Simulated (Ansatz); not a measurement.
Born–Oppenheimer molecular dynamics of CHB2 (4 atoms, charge 1, multiplicity 1). It starts from a relaxed structure.

All numbers below come from RKS PBE-D4/STO-3G (Ansatz).

```yaml
ensemble: NVT, Nosé–Hoover chain
time_step: 0.5 fs
steps_asked: 266
set_temperature: 700 K
thermostat: time constant 50 fs, chain length 1
masses: H 3.016 u
seed: 408489
```

First frame:

```xyz
4
Properties=species:S:1:pos:R:3
B -0.344 -0.591 0.976
B 1.053 -0.193 0.522
C -0.138 0.153 -0.292
H -0.571 0.631 -1.206
```

Problem. How far do the bonds stretch over the last three quarters of this one trajectory? (Pairs bonded in most of those frames.)

Solution. 
```tsv
bond	mean (Å)	spread (Å)	shortest	longest
B1–B2	1.523	0.038	1.46	1.59
B1–C3	1.489	0.024	1.44	1.54
B2–C3	1.490	0.022	1.45	1.55
C3–H4	1.127	0.010	1.11	1.15
```

Mean temperature of the second half: 712 K. The conserved energy stayed within 0.16 meV per atom of its start (net change 0.092 meV per atom), so the integration is sound. A run of 0.13 ps of so small a system gives no equilibrium averages. Limits of this set-up: minimal basis, the dipole of an ion depends on the origin.

Time of the run: 75 s on 1 thread of Arm Neoverse V1 (shared host), peak memory 0.069 GiB.
